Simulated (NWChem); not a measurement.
System: LiH; SMILES [LiH]

The following NWChem deck was run.

```
start job
memory heap 200 mb stack 900 mb global 1100 mb
geometry units angstroms noautosym nocenter noautoz
  Li     0.000000     0.000000     0.458603
  H      0.000000     0.000000    -1.145727
end
basis spherical
  * library 6-31+g*
end
dft
  xc xpbe96 cpbe96
  iterations 150
end
tddft
  cis
  nroots 8
end
task tddft energy
```

Excerpt of the output:

```
             Northwest Computational Chemistry Package (NWChem) 7.3.0
             --------------------------------------------------------

                             Geometry "geometry" -> ""
                             -------------------------

 Output coordinates in angstroms (scale by  1.889725989 to convert to a.u.)

  No.       Tag          Charge          X              Y              Z
 ---- ---------------- ---------- -------------- -------------- --------------
    1 Li                   3.0000     0.00000000     0.00000000     0.45860300
    2 H                    1.0000     0.00000000     0.00000000    -1.14572700

 Effective nuclear repulsion energy (a.u.)       0.9895294279

  pbe96 is a nonlocal functional; adding pw91lda local functional.

                                 NWChem DFT Module
                                 -----------------

 Summary of "ao basis" -> "ao basis" (spherical)
 ------------------------------------------------------------------------------
       Tag                 Description            Shells   Functions and Types
 ---------------- ------------------------------  ------  ---------------------
 Li                         6-31+g*                  8       18   4s3p1d
 H                          6-31+g*                  2        2   2s

            General Information
            -------------------
          SCF calculation type: DFT
          Wavefunction type:  closed shell.
          No. of atoms     :     2
          No. of electrons :     4
           Alpha electrons :     2
            Beta electrons :     2
          Charge           :     0
          Spin multiplicity:     1
          Use of symmetry is: off; symmetry adaption is: off
          Maximum number of iterations: 150
          AO basis - number of functions:    20
                     number of shells:    10
          Convergence on energy requested:  1.00D-06
          Convergence on density requested:  1.00D-05
          Convergence on gradient requested:  5.00D-04

              XC Information
              --------------
          PerdewBurkeErnzerhof Exchange Functional  1.000
            Perdew 1991 LDA Correlation Functional  1.000 local
           PerdewBurkeErnz. Correlation Functional  1.000 non-local

             Grid Information
             ----------------
          Grid used for XC integration:  medium
          Radial quadrature: Mura-Knowles
          Angular quadrature: Lebedev.
          Tag              B.-S. Rad. Rad. Pts. Rad. Cut. Ang. Pts.
          ---              ---------- --------- --------- ---------
          Li                  1.45       49          19.0       434
          H                   0.35       45           9.0       434
          Grid pruning is: on
          Number of quadrature shells:    94
          Spatial weights used:  Erf1

      Superposition of Atomic Density Guess
      -------------------------------------

 Sum of atomic energies:          -7.92970433

      Non-variational initial energy
      ------------------------------

 Total energy =      -7.774556
 1-e energy   =     -12.129399
 2-e energy   =       3.365314
 HOMO         =      -0.310464
 LUMO         =      -0.028972

   convergence    iter        energy       DeltaE   RMS-Dens  Diis-err
 ---------------- ----- ----------------- --------- --------- ---------
 d= 0,ls=0.0,diis     1     -8.0328409607 -9.02D+00  2.34D-02  2.29D-02
 d= 0,ls=0.0,diis     2     -8.0316652577  1.18D-03  1.21D-02  2.02D-02
 d= 0,ls=0.0,diis     3     -8.0401735083 -8.51D-03  2.09D-03  9.36D-04
 d= 0,ls=0.0,diis     4     -8.0405423607 -3.69D-04  2.12D-04  4.17D-06
 d= 0,ls=0.0,diis     5     -8.0405443800 -2.02D-06  1.36D-05  3.56D-08
 d= 0,ls=0.0,diis     6     -8.0405443915 -1.14D-08  2.12D-06  7.32D-10

         Total DFT energy =       -8.040544391477
      One electron energy =      -12.420917737293
           Coulomb energy =        5.580232709453
    Exchange-Corr. energy =       -2.189388791497
 Nuclear repulsion energy =        0.989529427860

 Numeric. integr. density =        4.000003823465

                       DFT Final Molecular Orbital Analysis
                       ------------------------------------

 Vector    1  Occ=2.000000D+00  E=-1.869361D+00
              MO Center=  8.1D-12,  7.7D-12,  4.6D-01, r^2= 1.3D-01
   Bfn.  Coefficient  Atom+Function         Bfn.  Coefficient  Atom+Function
  ----- ------------  ---------------      ----- ------------  ---------------
     1      0.997937  1 Li s                  2      0.048480  1 Li s
     6     -0.030922  1 Li s

 Vector    2  Occ=2.000000D+00  E=-1.619053D-01
              MO Center= -8.2D-09, -8.2D-09, -9.2D-01, r^2= 1.7D+00
   Bfn.  Coefficient  Atom+Function         Bfn.  Coefficient  Atom+Function
  ----- ------------  ---------------      ----- ------------  ---------------
    20      0.347889  2 H  s                 19      0.305103  2 H  s
     5     -0.257929  1 Li pz                 2      0.249569  1 Li s
     6      0.190240  1 Li s                  1     -0.140172  1 Li s
    16      0.034940  1 Li d  0

 Vector    3  Occ=0.000000D+00  E=-5.762921D-02
              MO Center= -8.0D-08, -8.0D-08,  1.6D+00, r^2= 5.7D+00
   Bfn.  Coefficient  Atom+Function         Bfn.  Coefficient  Atom+Function
  ----- ------------  ---------------      ----- ------------  ---------------
     6      0.499434  1 Li s                  5      0.378087  1 Li pz
     2      0.214954  1 Li s                 10      0.174630  1 Li s
     9      0.160913  1 Li pz                20     -0.160924  2 H  s
     1     -0.123381  1 Li s                 13      0.106620  1 Li pz
    19     -0.104904  2 H  s

 Vector    4  Occ=0.000000D+00  E=-1.519265D-02
              MO Center= -2.9D-10, -3.9D-09,  4.6D-01, r^2= 1.6D+01
   Bfn.  Coefficient  Atom+Function         Bfn.  Coefficient  Atom+Function
  ----- ------------  ---------------      ----- ------------  ---------------
    11      0.304784  1 Li px                12     -0.303283  1 Li py
     3      0.289550  1 Li px                 4     -0.288124  1 Li py
     7      0.275344  1 Li px                 8     -0.273988  1 Li py

 Vector    5  Occ=0.000000D+00  E=-1.519264D-02
              MO Center=  1.7D-07,  1.7D-07,  4.6D-01, r^2= 1.6D+01
   Bfn.  Coefficient  Atom+Function         Bfn.  Coefficient  Atom+Function
  ----- ------------  ---------------      ----- ------------  ---------------
    11      0.303283  1 Li px                12      0.304784  1 Li py
     3      0.288124  1 Li px                 4      0.289550  1 Li py
     7      0.273988  1 Li px                 8      0.275344  1 Li py

     Multipole analysis of the density
     ---------------------------------

     L   x y z        total         alpha         beta         nuclear
     -   - - -        -----         -----         ----         -------
     0   0 0 0     -0.000000     -2.000000     -2.000000      4.000000

[...]

                                NWChem TDDFT Module
                                -------------------

            General Information
            -------------------
           No. of orbitals :      40
            Alpha orbitals :      20
             Beta orbitals :      20
        Alpha frozen cores :       0
         Beta frozen cores :       0
     Alpha frozen virtuals :       0
      Beta frozen virtuals :       0
         Spin multiplicity :       1
    Number of AO functions :      20
        Use of symmetry is : off
      Symmetry adaption is : off
         Schwarz screening :  0.10D-07

              XC Information
              --------------
   PerdewBurkeErnzerhof Exchange Functional   1.00
     Perdew 1991 LDA Correlation Functional   1.00 local
    PerdewBurkeErnz. Correlation Functional   1.00 non-local

             TDDFT Information
             -----------------
          Calculation type : Tamm-Dancoff TDDFT
         Wavefunction type : Restricted singlets & triplets
          No. of electrons :       4
           Alpha electrons :       2
            Beta electrons :       2
              No. of roots :       8
          Max subspacesize :    5600
            Max iterations :     100
               Target root :       1
           Target symmetry : none
      Symmetry restriction : off
                 Algorithm : Optimal
        Davidson threshold :  0.10D-03

    8 smallest eigenvalue differences (eV)
--------------------------------------------------------
  No. Spin  Occ  Vir  Irrep   E(Occ)    E(Vir)   E(Diff)
--------------------------------------------------------
    1    1    2    3 a        -0.162    -0.058     2.837
    2    1    2    4 a        -0.162    -0.015     3.992
    3    1    2    5 a        -0.162    -0.015     3.992
    4    1    2    6 a        -0.162     0.006     4.576
    5    1    2    7 a        -0.162     0.014     4.779
    6    1    2    8 a        -0.162     0.021     4.988
    7    1    2    9 a        -0.162     0.021     4.988
    8    1    2   10 a        -0.162     0.091     6.876
--------------------------------------------------------

  Entering Davidson iterations
  Restricted singlet excited states

  Iter   NTrls   NConv    DeltaV     DeltaE      Time
  ----  ------  ------  ---------  ---------  ---------
    1      8       0     0.74E-01   0.10+100        0.2
    2     16       0     0.36E-02   0.15E-01        0.2
    3     24       8     0.79E-05   0.19E-04        0.2
  ----  ------  ------  ---------  ---------  ---------
  Convergence criterion met

  Ground state a          -8.040544391477 a.u.

  ----------------------------------------------------------------------------
  Root   1 singlet a              0.118125594 a.u.                3.2144 eV
  ----------------------------------------------------------------------------
     Transition Moments    X -0.00000   Y -0.00000   Z  1.08338
     Dipole Oscillator Strength                    0.0924303165
     Electric Quadrupole                           0.0000000077
     Magnetic Dipole                               0.0000000000
     Total Oscillator Strength                     0.0924303242

     Occ.    2  a   ---  Virt.    3  a       -0.97334
     Occ.    2  a   ---  Virt.    6  a       -0.06342
     Occ.    2  a   ---  Virt.    7  a       -0.13438
     Occ.    2  a   ---  Virt.   10  a       -0.14901
     Occ.    2  a   ---  Virt.   13  a        0.05970
     Occ.    2  a   ---  Virt.   14  a        0.06491
  ----------------------------------------------------------------------------
  Root   2 singlet a              0.149552324 a.u.                4.0695 eV
  ----------------------------------------------------------------------------
     Transition Moments    X  1.08460   Y -0.93184   Z -0.00000
     Dipole Oscillator Strength                    0.2038583926
     Electric Quadrupole                           0.0000000107
     Magnetic Dipole                               0.0000002086
     Total Oscillator Strength                     0.2038586119

     Occ.    2  a   ---  Virt.    4  a       -0.98969
     Occ.    2  a   ---  Virt.    5  a       -0.07252
     Occ.    2  a   ---  Virt.    8  a       -0.11347
  ----------------------------------------------------------------------------
  Root   3 singlet a              0.149552324 a.u.                4.0695 eV
  ----------------------------------------------------------------------------
     Transition Moments    X  0.93184   Y  1.08460   Z -0.00000
     Dipole Oscillator Strength                    0.2038583891
     Electric Quadrupole                           0.0000000107
     Magnetic Dipole                               0.0000002086
     Total Oscillator Strength                     0.2038586084

     Occ.    2  a   ---  Virt.    4  a        0.07252
     Occ.    2  a   ---  Virt.    5  a       -0.98969
     Occ.    2  a   ---  Virt.    9  a       -0.11347
  ----------------------------------------------------------------------------
  Root   4 singlet a              0.166481686 a.u.                4.5302 eV
  ----------------------------------------------------------------------------
     Transition Moments    X  0.00000   Y  0.00000   Z  0.38188
     Dipole Oscillator Strength                    0.0161853114
     Electric Quadrupole                           0.0000000039
     Magnetic Dipole                               0.0000000000
     Total Oscillator Strength                     0.0161853152

     Occ.    2  a   ---  Virt.    6  a        0.98834
     Occ.    2  a   ---  Virt.    7  a       -0.14166
  ----------------------------------------------------------------------------
  Root   5 singlet a              0.177415763 a.u.                4.8277 eV
  ----------------------------------------------------------------------------
     Transition Moments    X  0.00000   Y -0.00000   Z  0.15512
     Dipole Oscillator Strength                    0.0028460512
     Electric Quadrupole                           0.0000000176
     Magnetic Dipole                               0.0000000000
     Total Oscillator Strength                     0.0028460689

     Occ.    2  a   ---  Virt.    3  a        0.11527
     Occ.    2  a   ---  Virt.    6  a       -0.12996
     Occ.    2  a   ---  Virt.    7  a       -0.97208
     Occ.    2  a   ---  Virt.   10  a        0.14842
  ----------------------------------------------------------------------------
  Root   6 singlet a              0.183978748 a.u.                5.0063 eV
  ----------------------------------------------------------------------------
     Transition Moments    X  0.54130   Y -0.47160   Z -0.00000
     Dipole Oscillator Strength                    0.0632157359
     Electric Quadrupole                           0.0000000113
     Magnetic Dipole                               0.0000001618
     Total Oscillator Strength                     0.0632159091

     Occ.    2  a   ---  Virt.    4  a       -0.11183
     Occ.    2  a   ---  Virt.    8  a        0.99182
     Occ.    2  a   ---  Virt.    9  a        0.05015
  ----------------------------------------------------------------------------
  Root   7 singlet a              0.183978748 a.u.                5.0063 eV
  ----------------------------------------------------------------------------
     Transition Moments    X  0.47160   Y  0.54130   Z -0.00000
     Dipole Oscillator Strength                    0.0632157377
     Electric Quadrupole                           0.0000000113
     Magnetic Dipole                               0.0000001618
     Total Oscillator Strength                     0.0632159109

     Occ.    2  a   ---  Virt.    5  a       -0.11183
     Occ.    2  a   ---  Virt.    8  a       -0.05015
     Occ.    2  a   ---  Virt.    9  a        0.99182
  ----------------------------------------------------------------------------
  Root   8 singlet a              0.277766161 a.u.                7.5584 eV
  ----------------------------------------------------------------------------
     Transition Moments    X  0.00000   Y  0.00000   Z  0.25206
     Dipole Oscillator Strength                    0.0117654838
     Electric Quadrupole                           0.0000000521
     Magnetic Dipole                               0.0000000000
     Total Oscillator Strength                     0.0117655359

     Occ.    2  a   ---  Virt.    3  a        0.12474
     Occ.    2  a   ---  Virt.    7  a       -0.10153
     Occ.    2  a   ---  Virt.   10  a       -0.91010
     Occ.    2  a   ---  Virt.   13  a       -0.36579
     Occ.    2  a   ---  Virt.   14  a       -0.09655

              Target root =      1
          Target symmetry = none
      Ground state energy =     -8.040544391477
        Excitation energy =      0.118125593681
     Excited state energy =     -7.922418797796

  stored tddft:energy   -7.9224187977959168

[...]
```

Level: PBE/6-31+G* (spherical d), TDA. All runs use the structure optimised with PBE-D3(BJ)/def2-SVP.
